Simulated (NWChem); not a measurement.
# doublet CH4N2S+: levels of theory compared

Aim: a comparison of 3 runs (UHF/3-21G, U-r2SCAN/def2-SVPD, UM06-2X/def2-SVPD) of doublet CH4N2S+. 

The results are computed with NWChem 7.3.0.

50 further runs of the same task are left out: 50 set aside as unsound or not needed.

### Step 1. Starting point

The species is CH4N2S+ (8 atoms), meant as a doublet with charge +1. As SMILES of the parent species, `NC(N)=S`. The shape is that of a PBE0-D4/def2-TZVP optimisation. That shape belongs to the parent species and isn't relaxed for this state.

Bond lengths: N1–C2 1.355 Å, C2–N3 1.355 Å, C2–S4 1.656 Å, N1–H5 1.005 Å, N1–H6 1.007 Å, N3–H7 1.005 Å, N3–H8 1.007 Å. Angles: N1–C2–N3 114.9°, N1–C2–S4 122.5°, N3–C2–S4 122.5°, C2–N1–H5 115.6°, C2–N1–H6 120.3°, C2–N3–H7 115.6°, C2–N3–H8 120.3°, H5–N1–H6 117.1°, H7–N3–H8 117.1°.

### Step 2. The energy at UHF/3-21G (run 1)

The input, nw.nw:

```
START nw
memory stack 880 mb heap 220 mb global 1100 mb
charge 1

GEOMETRY units bohr noautosym nocenter noautoz
  N    0.26299318   2.12535608  -0.59490468
  C   -0.39899677  -0.34685923  -0.66093171
  N    0.23712283  -1.69060568   1.42334172
  S   -1.87436265  -1.62943525  -3.10482002
  H   -0.41967038   3.19552688  -2.00634112
  H    0.58505921   2.98805385   1.06975506
  H   -0.00931635  -3.56846433   1.29569072
  H    1.61720872  -1.07359121   2.57821004
END

BASIS spherical bse
  N library 3-21G
  C library 3-21G
  S library 3-21G
  H library 3-21G
END

SCF
  doublet
  uhf
  thresh 1e-08
  maxiter 80
  print low
END

TASK scf energy
```

On the command line:

```console
nwchem nw.nw > nw.out
```

Output:

```text
[...]
  functions       =    48
[...]
  wavefunction    = UHF
[...]
         Total SCF energy =   -543.493215613612
      One electron energy =  -1052.658793935983
      Two electron energy =    350.938997114051
 Nuclear repulsion energy =    158.226581208320
                       Sz =      0.5000
                 Sz(Sz+1) =      0.7500
                      S^2 =      1.1333
[...]
```

It took 6.9 s on 1 thread of Intel Xeon Platinum 8259CL at 2.50GHz (Skylake/Cascade Lake), shared host; peak memory 0.098 GiB.

### Step 3. A single-point energy at U-r2SCAN/def2-SVPD (run 2)

The input, input.nw:

```
start input
title "CH4N2S energy"
memory total 2200 mb
charge 1

geometry noautosym nocenter noautoz
   N     0.139170    1.124690   -0.314810
   C    -0.211140   -0.183550   -0.349750
   N     0.125480   -0.894630    0.753200
   S    -0.991870   -0.862260   -1.643000
   H    -0.222080    1.691000   -1.061710
   H     0.309600    1.581210    0.566090
   H    -0.004930   -1.888350    0.685650
   H     0.855790   -0.568120    1.364330
end

basis spherical bse
   * library def2-SVPD
end

dft
   xc r2scan
   mult 2
   grid fine
   convergence energy 1e-08
   maxiter 100
   mulliken
end

task dft energy
```

On the command line:

```console
nwchem input.nw > input.out
```

Output:

```text
[...]
          Wavefunction type:  spin polarized.
          No. of atoms     :     8
          No. of electrons :    39
[...]
          Charge           :     1
          Spin multiplicity:     2
[...]
          AO basis - number of functions:   119
[...]
              XC Information
              --------------
                      r^2SCAN Method XC Functional
               r^2SCAN metaGGA Exchange Functional  1.000
                     r^2SCAN Correlation Potential  1.000
[...]
 d= 0,ls=0.0,diis     1   -547.4960664013 -7.06D+02  8.17D-03  2.63D-01     9.0
[...]
 d= 0,ls=0.0,diis    15   -547.5924762655 -6.03D-09  4.61D-07  1.37D-09   129.1
[...]
         Total DFT energy =     -547.592476265495
      One electron energy =    -1055.997439894655
           Coulomb energy =      396.193018201159
    Exchange-Corr. energy =      -46.014647184477
 Nuclear repulsion energy =      158.226592612478
[...]
      Total Density - Mulliken Population Analysis
     ---------------------------------------------
    Atom       Charge   Shell Charges
 -----------   ------   -------------------------------------------------------
    1 N    7     6.78   1.99  1.01  0.34 -0.20  2.49  1.16  0.02 -0.03
    2 C    6     5.21   1.99  0.99  0.03  0.06  2.03  0.38  0.09 -0.35
    3 N    7     6.78   1.99  1.01  0.34 -0.20  2.49  1.16  0.02 -0.03
    4 S   16    16.07   2.00  1.99  1.31  0.68 -0.02  5.92  1.75  2.27  0.08  0.06  0.03
    5 H    1     0.97   0.73  0.22  0.05 -0.03
    6 H    1     1.12   0.72  0.33  0.05  0.01
    7 H    1     0.97   0.73  0.22  0.05 -0.03
    8 H    1     1.12   0.72  0.33  0.05  0.01
[...]
      <S2> =      0.7568 (Exact =     0.7500)
[...]
```

Wall time 2.2 min (1 thread of Intel Xeon Platinum 8259CL at 2.50GHz (Skylake/Cascade Lake), shared host); peak memory 0.12 GiB.

### Step 4. The energy at UM06-2X/def2-SVPD (run 3)

The input, job.nw:

```
echo
start job
title "CH4N2S"
memory stack 880 mb heap 220 mb global 1100 mb
charge 1

geometry noautosym nocenter noautoz
  N     0.139170    1.124690   -0.314810
  C    -0.211140   -0.183550   -0.349750
  N     0.125480   -0.894630    0.753200
  S    -0.991870   -0.862260   -1.643000
  H    -0.222080    1.691000   -1.061710
  H     0.309600    1.581210    0.566090
  H    -0.004930   -1.888350    0.685650
  H     0.855790   -0.568120    1.364330
end

basis spherical bse
  * library def2-SVPD
end

dft
  xc m06-2x
  mult 2
  grid fine
  convergence energy 1e-08
  iterations 100
  mulliken
end

task dft
```

On the command line:

```console
nwchem job.nw > job.out
```

Output:

```text
[...]
          Wavefunction type:  spin polarized.
          No. of atoms     :     8
          No. of electrons :    39
[...]
          Charge           :     1
          Spin multiplicity:     2
[...]
          AO basis - number of functions:   119
[...]
              XC Information
              --------------
                       M06-2X Method XC Functional
                     Hartree-Fock (Exact) Exchange  0.540
                        M06-2X Exchange Functional  1.000
                      M06-2X Correlation Potential  1.000
[...]
 d= 0,ls=0.0,diis     1   -547.5159375226 -7.06D+02  7.63D-03  2.12D-01     8.8
[...]
 d= 0,ls=0.0,diis    19   -547.6126875031 -5.28D-10  1.49D-07  4.40D-11   168.0
[...]
         Total DFT energy =     -547.612687503123
      One electron energy =    -1055.919183812273
           Coulomb energy =      396.120869707662
    Exchange-Corr. energy =      -46.040966010991
 Nuclear repulsion energy =      158.226592612478
[...]
      Total Density - Mulliken Population Analysis
     ---------------------------------------------
    Atom       Charge   Shell Charges
 -----------   ------   -------------------------------------------------------
    1 N    7     6.81   1.99  0.98  0.35 -0.15  2.50  1.16  0.02 -0.03
    2 C    6     5.25   1.99  0.97  0.07  0.10  2.01  0.34  0.09 -0.31
    3 N    7     6.81   1.99  0.98  0.35 -0.15  2.50  1.16  0.02 -0.03
    4 S   16    15.98   2.00  1.99  1.32  0.67 -0.02  5.93  1.74  2.19  0.08  0.06  0.02
    5 H    1     0.95   0.73  0.22  0.04 -0.03
    6 H    1     1.12   0.72  0.34  0.04  0.01
    7 H    1     0.95   0.73  0.22  0.04 -0.03
    8 H    1     1.12   0.72  0.34  0.04  0.01
[...]
      <S2> =      0.7539 (Exact =     0.7500)
[...]
```

It took 2.8 min on 1 thread of Intel Xeon Platinum 8259CL at 2.50GHz (Skylake/Cascade Lake), shared host; peak memory 0.12 GiB.

### Step 5. The series

```csv
run,level,iteration cap,module,energy (Eh),⟨S²⟩,wall time
1,UHF/3-21G,80,scf,-543.493216,1.133,6.9 s
2,U-r2SCAN/def2-SVPD,100,dft,-547.592476,0.757,2.2 min
3,UM06-2X/def2-SVPD,100,dft,-547.612688,0.754,2.8 min
```

### Step 6. What came out

| quantity | value |
| --- | --- |
| run 3: total energy | -547.61269 Eh |
| run 3: HOMO energy (highest over α and β) | -14.65 eV |
| run 3: LUMO energy (lowest over α and β) | -9.58 eV |
| run 3: ⟨S²⟩ | 0.754 |

Totals of different functionals can't be ranked against each other. Spin contamination of the reference: run 1 ⟨S²⟩ = 1.13. All runs together took 5.1 min, the longest 2.8 min.
